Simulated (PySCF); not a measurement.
HS, SMILES `[SH]` (charge 0, multiplicity 2)

All values below come from PBE0-D3(BJ)/def2-TZVP in PySCF.

```json
{
  "highest_occupied_spin_orbital": "-7.41 eV",
  "dipole_moment": "0.90 D",
  "total_energy": "-10846.80 eV",
  "cost": "around 4 core-seconds (rough)"
}
```

Bond lengths (Å): S1–H2 1.346.
Charge 0, spin multiplicity 2.
